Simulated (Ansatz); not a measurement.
A rate constant, worked out

An elementary step of BH$_{2}$SF, closed shell (BH₂SF ([F][BH][SH]) → BHS ([BH][S]) + HF; B–F, S–H broken or loosened, F–H formed or tightened). The start structure is the reactant molecule, and the electronic barrier above it is 2.312 eV by CCSD(T) at an estimated basis limit (MP2 extrapolated from triple and quadruple zeta, plus CCSD(T) − MP2 in triple zeta). Program: Ansatz 0.2.0. Basis: def2-TZVPP and def2-QZVPP. Cores are frozen in the correlated methods. Extrapolation: Hartree–Fock as exp(−7.88 √X), correlation as X^−2.97. Harmonic wavenumbers at PBE0-D4/def2-TZVP (Ansatz 0.2.0), in cm⁻¹:

Start: 350, 445, 708, 848, 874, 1093, 1336, 2656, 2702.

Saddle: 525i, 458, 732, 735, 778, 907, 1119, 2293, 2780.

**Question.** Work out the transition-state-theory rate constant at 400 K from these numbers alone (harmonic vibrations; rotation, path degeneracy and anharmonicity left out), and the Wigner tunnelling factor. Use 1 cm⁻¹ = 1.2398 × 10⁻⁴ eV and k_B = 8.617 × 10⁻⁵ eV/K.

**Answer.** Zero-point energies, half the sums: start 11012/2 cm⁻¹ = 0.6827 eV; saddle, real modes only, 9802/2 cm⁻¹ = 0.6076 eV.
Barrier with zero-point energy: 2.312 + 0.6076 − 0.6827 = 2.2369 eV.
k_BT = 0.03447 eV, so the barrier is 64.90 k_BT.
Vibrational partition functions from the zero-point level, ln q = −Σ ln(1 − exp(−hν/k_BT)): start 0.762, saddle 0.482.
k = (k_BT/h) exp(ln q‡ − ln q) exp(−E0/k_BT), with log₁₀(k_BT/h in s⁻¹) = 12.92: log₁₀ k = 12.92 + (-0.280 − 64.90)/2.3026 = -15.39, so k ≈ 4 × 10^(-16) s⁻¹.
Wigner factor: 1 + (hν‡/k_BT)²/24 = 1 + (1.89)²/24 = 1.15. A change of 1 kcal/mol (0.043 eV) in the barrier would change k by a factor of 3.5 at this temperature.

No T1 diagnostic of these runs exceeds 0.017.

Labels in which every atom is bracketed show which atoms are joined, not bond orders.

For scale, one of the runs: CCSD(T)/def2-TZVPP, 132 basis functions, launched by `ansatz run in.yaml --threads 2 --pin off --events-out ev --progress --plain --max-ram 4352MiB`. Hardware: 2 CPU threads of an Arm Neoverse V1, shared host. Wall time 10 s; peak host memory 0.66 GiB.
